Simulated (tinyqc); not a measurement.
Hueckel theory of the pi electrons, for the molecule N=C(O)C=O (SMILES; centres numbered as the heavy atoms are written), step by step. One step of it, computed by the program tinyqc.

Task: Orbitals. Diagonalise; E = alpha + x beta with beta < 0, so the largest x are filled first; degenerate levels share their electrons. P = sum n_i c_ri c_si; each orbital has its largest coefficient positive (the first on a tie).

Hueckel matrix in units of beta (H = alpha + beta A), order 1N, 2C, 3O, 4C, 5O:
$$\begin{pmatrix}
0.540000 & 1.000000 & 0.000000 & 0.000000 & 0.000000 \\
1.000000 & 0.000000 & 0.850000 & 1.000000 & 0.000000 \\
0.000000 & 0.850000 & 1.770000 & 0.000000 & 0.000000 \\
0.000000 & 1.000000 & 0.000000 & 0.000000 & 1.000000 \\
0.000000 & 0.000000 & 0.000000 & 1.000000 & 1.130000
\end{pmatrix}$$

pi electrons, sum of z_r less the charge = 6

Give: x values; occupations; coefficients; charge and bond-order matrix P.

Result:

x values: [2.3751, 1.7279, 1.0473, -0.1623, -1.5480]

occupations: [2.0000, 2.0000, 2.0000, 0.0000, 0.0000]

coefficients, order 1N, 2C, 3O, 4C, 5O:
$$\begin{pmatrix}
0.2747 & 0.0207 & 0.7386 & -0.5200 & -0.3289 \\
0.5041 & 0.0246 & 0.3747 & 0.3652 & 0.6867 \\
0.7081 & -0.4976 & -0.4408 & -0.1607 & -0.1759 \\
0.3207 & 0.4448 & 0.0285 & 0.5973 & -0.5846 \\
0.2575 & 0.7440 & -0.3449 & -0.4622 & 0.2183
\end{pmatrix}$$

charge and bond-order matrix P, order 1N, 2C, 3O, 4C, 5O:
$$\begin{pmatrix}
1.2429 & 0.8315 & -0.2828 & 0.2367 & -0.3371 \\
0.8315 & 0.7902 & 0.3589 & 0.3665 & 0.0378 \\
-0.2828 & 0.3589 & 1.8865 & -0.0137 & -0.0717 \\
0.2367 & 0.3665 & -0.0137 & 0.6030 & 0.8073 \\
-0.3371 & 0.0378 & -0.0717 & 0.8073 & 1.4775
\end{pmatrix}$$
